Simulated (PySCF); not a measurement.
Species: C3H10NP.
Bonds: C1–P2, P2–C3, P2–C4, P2–N5 (double). Hydrogens: H6, H7, H8 on C1; H9, H10, H11 on C3; H12, H13, H14 on C4; H15 on N5.

Level of theory: PBE0-D3(BJ)/def2-SVP geometry optimisation, gas phase (PySCF 2.14.0).

Q: List the bond lengths, angles and torsions at this level.

A: 
| bond | length (pm) | order |
| --- | --- | --- |
| C1–P2 | 181.0 | single |
| P2–C3, P2–C4 | 183.5 | single |
| P2=N5 | 157.1 | double |
| C1–H6 and 8 like bonds | 110.0 | single |
| N5–H15 | 101.9 | single |

Bonds in one row agree within 1 pm and their mean is given. Orders are formal, as drawn. A selection of angles:
| angle | degrees |
| --- | --- |
| P2–C1–H6 | 112.0 |
| P2–C1–H7 | 108.3 |
| H6–C1–H7 | 109.9 |
| H7–C1–H8 | 108.2 |
| C1–P2–C3 | 104.8 |
| C1–P2–C4 | 104.4 |
| C1–P2–N5 | 107.6 |
| C3–P2–C4 | 102.2 |
| C3–P2–N5 | 118.2 |
| P2–C3–H9 | 109.0 |
| P2–C3–H10 | 112.6 |
| P2–N5–H15 | 114.6 |

Torsions: H15–N5–P2–C1 178° (antiperiplanar).

The 3 C–P bonds span 1.810 Å (C1–P2, drawn single) to 1.835 Å (P2–C4, drawn single), a spread of 0.025 Å. P2 (phosphorus bonded to 3 C and N) is distorted tetrahedral (angles from 102.2° to 118.2°).

Whether it is a minimum is left open (no frequencies).
